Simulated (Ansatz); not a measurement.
Harmonic frequencies (cm⁻¹) at PBE0-D4/def2-TZVP from Ansatz: 340, 855, 870.

Task: Which molecule is it?
A. `F[C]F`
B. `[SiH2]`
C. `F[Si]F`
D. `Cl[Si]Cl`

Result: C.
